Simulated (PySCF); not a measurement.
## Level of theory and adiabatic energies of losing or gaining an electron: isocyanic acid

Structure: `N=C=O` (CHNO).

All levels share the PBE0-D3(BJ)/ma-def2-SVP structures and the PBE0-D3(BJ)/ma-def2-SVP thermal terms; only the single-point energies (PySCF) change. Values are adiabatic energies of losing or gaining an electron (0 K, eV).

```csv
level,ionisation energy to the radical cation,abs. error,time
M06-L/jun-cc-pV(T+d)Z (grid 1),11.31,0.28,54 s
"PBE-D3(BJ)/def2-QZVP (grid 2, conv 1e-06)",11.48,0.12,72 s
ωB97X-D3(BJ)/ma-def2-TZVP,11.60,0.00,–
ωB97X-D3(BJ)/def2-QZVP,11.60,0.00,79 s
ATcT 1.112,11.60,,
```

Times are wall times for all single points of a level on 1 thread of Intel Xeon Platinum 8259CL @ 2.50GHz, a shared host; the dash marks the run that also made the structures. M06-L, PBE ran on a slower path of this set-up, which computes the density-fitting integrals anew in every SCF cycle while the other levels store them. So the times needn't show the usual order of cost, and those levels read slower than they are.

The spread: 0.29 eV, from 11.31 to 11.60.
